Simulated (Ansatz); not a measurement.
An Ansatz input:

```yaml
crystal:
  lattice:
    - [-1.5067049042, 1.5067049042, 1.5067049042]
    - [1.5067049042, -1.5067049042, 1.5067049042]
    - [1.5067049042, 1.5067049042, -1.5067049042]
  atoms:
    - { symbol: V, position: [0.0, 0.0, 0.0], spin: 1.0 }
hamiltonian:
  xc: revpbe
  pseudopotentials:
    kind: paw
    azcp:
      V: "pseudopotentials/V.paw.azcp"
basis:
  ecutwfc: 420
  fft_grid_basis: typed
kpoints:
  mp_grid: { grid: [24, 24, 24], shift: [0, 0, 0] }
magnetization:
  spin_polarized: true
scf:
  occupations: { method: fermi_dirac, width: 0.05 }
```

and its output:

```
Engine: ansatz 0.2.0, x86_64-unknown-linux-gnu
Pseudopotentials: kind: paw
Pseudopotential: V, paw, valence charge 13, recommended cutoff 420 eV (normal) 
Functional definition: revPBE
  parameter kappa = 1.245
  parameter beta = 0.06672455060314922
  exchange = pbe_x(kappa = kappa, mu = beta*pi^2/3)
  correlation = pbe_c(beta = beta)
Crystal: 1 atoms, lattice volume = 13.682 Å³
Basis set: ecut = 420 eV, 249 PW (Γ)
Bands: 11, of which v1, the nominal top of the filled ones, is band 7 counted from 1 (6 counted from 0)
Symmetry: 48 space group operations
Space group: Im-3m (ITA 229), of the structure as read, at distance tolerance 2.4e-5 Å
Magnetic group: BNS 229.140 (UNI 1642), of the structure as read, at distance tolerance 2.4e-5 Å
k-points: 413 of 13824
Non-local potential: V, projectors of the file, l = 0: 3, l = 1: 2, l = 2: 3, l = 3: 1
PAW form: soft (Blöchl's): semilocal exchange-correlation on the pseudo side does not see the compensation charge
PAW frozen core: V, regenerated for the run's functional, and the local potential with it (the file was generated under x = pbe(κ = 0.804, μ = 0.2195149727645171), c = pbe(β = 0.06672455060314922))
PAW one-centre angular grid: V, 590 points (default); XC on 64 Gauss nodes
Initial density: superposition of atomic densities (chi_scale 0.1, normalization cell)
Starting moments: Σ|m| = 1 μB on 1 of 1 site
Initial wavefunctions: pseudopotential atomic-orbital guess
Functional: x = revpbe(κ = 1.245, μ = 0.2195149727645171), c = pbe(β = 0.06672455060314922)
SCF iter   1: F=—  HF=-2916.363441 eV  |F-HF|=—  |Δ(HF+E_count)|=         —  Δρ=1.15e-1 (↑1.15e-1 ↓3.24e-2)  dr2=1.56e0  dr2_m=5.14e-1  M=0.176 μB ∫|m|=0.176 μB  β_m=0.30  ethr=3.10e-3  ⟨swp⟩=4.0  Hψ=43541  notcnv=0
Mixer restart at iter 1: flushing history
SCF iter   2: F=—  HF=-2915.358648 eV  |F-HF|=—  |Δ(HF+E_count)|=    1.00e0  Δρ=5.09e-2 (↑5.09e-2 ↓3.73e-2)  dr2=7.83e-2  dr2_m=2.27e-1  M=0.202 μB ∫|m|=0.202 μB  β_m=0.38  ethr=3.10e-3  ⟨swp⟩=2.9  Hψ=24513  notcnv=0  defer=80
SCF iter   3: F=—  HF=-2915.400067 eV  |F-HF|=—  |Δ(HF+E_count)|=   4.14e-2  Δρ=2.82e-2 (↑1.90e-2 ↓2.82e-2)  dr2=1.25e-2  dr2_m=6.53e-2  M=0.181 μB ∫|m|=0.181 μB  β_m=0.69  ethr=6.02e-4  ⟨swp⟩=2.2  Hψ=13956  notcnv=0  defer=80
SCF iter   4: F=—  HF=-2915.564678 eV  |F-HF|=—  |Δ(HF+E_count)|=   1.65e-1  Δρ=4.60e-3 (↑3.88e-3 ↓4.60e-3)  dr2=7.26e-4  dr2_m=2.05e-3  M=0.083 μB ∫|m|=0.084 μB  β_m=0.84  ethr=9.63e-5  ⟨swp⟩=2.1  Hψ=18258  notcnv=0  defer=80
SCF iter   5: F=—  HF=-2915.566294 eV  |F-HF|=—  |Δ(HF+E_count)|=   1.62e-3  Δρ=1.19e-3 (↑1.19e-3 ↓5.69e-4)  dr2=1.45e-4  dr2_m=7.15e-5  M=0.031 μB ∫|m|=0.031 μB  β_m=0.92  ethr=5.58e-6  ⟨swp⟩=2.3  Hψ=15525  notcnv=0  defer=80
SCF iter   6: F=—  HF=-2915.566817 eV  |F-HF|=—  |Δ(HF+E_count)|=   5.23e-4  Δρ=1.22e-3 (↑1.22e-3 ↓4.74e-4)  dr2=1.54e-4  dr2_m=6.81e-5  M=0.019 μB ∫|m|=0.019 μB  β_m=0.96  ethr=1.12e-6  ⟨swp⟩=1.5  Hψ=10139  notcnv=0  defer=80
SCF iter   7: F=—  HF=-2915.566890 eV  |F-HF|=—  |Δ(HF+E_count)|=   7.30e-5  Δρ=1.43e-4 (↑1.43e-4 ↓9.21e-5)  dr2=8.07e-7  dr2_m=1.62e-6  M=0.002 μB ∫|m|=0.002 μB  β_m=0.98  ethr=1.12e-6  ⟨swp⟩=2.4  Hψ=13617  notcnv=0  defer=80
SCF iter   8: F=—  HF=-2915.566891 eV  |F-HF|=—  |Δ(HF+E_count)|=   1.80e-6  Δρ=2.72e-5 (↑2.72e-5 ↓2.49e-5)  dr2=3.42e-7  dr2_m=1.30e-9  M=-0.000 μB ∫|m|=0.000 μB  β_m=0.99  ethr=6.20e-9  ⟨swp⟩=2.6  Hψ=14574  notcnv=0  defer=80
SCF iter   9: F=—  HF=-2915.566892 eV  |F-HF|=—  |Δ(HF+E_count)|=   1.21e-7  Δρ=1.94e-6 (↑1.68e-6 ↓1.94e-6)  dr2=1.01e-11  dr2_m=4.07e-10  M=-0.000 μB ∫|m|=0.000 μB  β_m=1.00  ethr=2.63e-9  ⟨swp⟩=2.9  Hψ=14631  notcnv=0  defer=80
SCF iter  10: F=—  HF=-2915.566892 eV  |F-HF|=—  |Δ(HF+E_count)|=  3.55e-11  Δρ=8.13e-7 (↑8.13e-7 ↓3.65e-7)  dr2=9.13e-11  dr2_m=2.80e-11  M=-0.000 μB ∫|m|=0.000 μB  β_m=1.00  ethr=1.00e-12  ⟨swp⟩=2.5  Hψ=13783  notcnv=0  defer=80
SCF iter  11: F=-2915.566892 eV  HF=-2915.566892 eV  |F-HF|=3.64e-12  |Δ(HF+E_count)|=  4.73e-11  Δρ=1.42e-7 (↑1.42e-7 ↓9.84e-8)  dr2=6.77e-12  dr2_m=2.23e-13  M=-0.000 μB ∫|m|=0.000 μB  ethr=1.00e-12  ⟨swp⟩=1.0  Hψ=24740  notcnv=0
SCF 1 converged in 11 iterations: F = -2915.566892 eV  dr2 = 6.77e-12
WARN: the starting moments were not kept: the SCF closed with an absolute magnetisation of 2.2e-6 μB, where they sum to 1 μB in size (1 site). That is at most 0.1 of that sum. Measured as dr2_m measures the in/out step, that magnetisation stands 2.2e-12 eV from none, at or under the dr2_threshold of 1.0e-7 eV: it is no larger than a step whose dr2_m would equal this threshold. The system may hold no moment; this SCF shows only that its start led to no more than that. To try another start: raise the starting moments (crystal.atoms[].spin, magnetization.per_species, magnetization.initial_magnetization, or on a non-collinear deck that types none of these the spinor_matrix: blocks that start its atoms; where the total moment is fixed, keep their sum and leave initial_magnetization as it is; typed ones take the place of any that the run laid by itself, positive ones on a crystal's lanthanoids without a Hubbard term where scf.initial_density.shell_occupations: [] is typed) or, if the notice of its spin-set hold's release reads "site moments contracting" or "site moments show no strong build", lengthen the hold (scf.mixing.spin_hold: { on: { confirm: 4 } }; for m-r²SCAN on two components see the key's manual first). Each may lead to a state that holds a moment. A second SCF, from the converged charge density, with the starting moments and any scf.initial_density.shell_occupations laid on it anew, would have followed, and was not run: the deck does not ask for one (magnetization.retry_lost_moments is false, the default). To let it run, set magnetization.retry_lost_moments: true and run the deck again, where that key's refused combinations let it; where memory then withholds it, that run's warning says so.
SCF converged after 11 iterations
Magnetization: -0.0000 μB (6.5000 up, 6.5000 down)
Absolute magnetization: 0.0000 μB (∫|ρ↑−ρ↓|, with the PAW one-centre terms)
Spin contamination: 0.0000 ħ² per cell (⟨S²⟩ above its minimum at these occupations)
Per-site moments (μB) at R_I (Å): [(-1.667731910486103e-6, 1.0764968965111341)]
Free energy (F): -2915.566892 eV
Harris-Foulkes:  -2915.566892 eV  (|F-HF|=3.64e-12)
Internal energy: -2915.551809 eV  (E = F + TS)
E sigma→0 (E₀):  -2915.559351 eV
Entropy (-TS):   -0.015082 eV (-15.082 meV/atom)
Fermi energy:    16.315248 eV
--- Per-component energies (eV) ---
  E_band       = -147.873120
  E_kinetic    = 336.019875
  E_local      = -903.812976  (includes V_loc(G=0)·N_el)
  E_nonlocal   = -46.518256
  E_hartree    = 414.474028
  E_xc         = -130.533890
  E_vxc        = -165.274349  (∫ρ·V_xc dr)
  E_paw        = -1115.675210  (= ΣΔE_a)
  E_vpaw       = -197.235635  (= ΣTr[D̂ρ^β])
  E_aug_tail   = 0.000270  (compensation charges beyond the density's cutoff)
  E_ewald      = -1469.468317
  E_core_change = -0.037333  (= ΣΔE_core)
  E_smearing   = -0.015082  (= −TS)
  E_closure    = 0.000000  (closes the sum)
  Σ components = -2915.566892   (vs F -2915.566892, Δ=0.00e0)
```
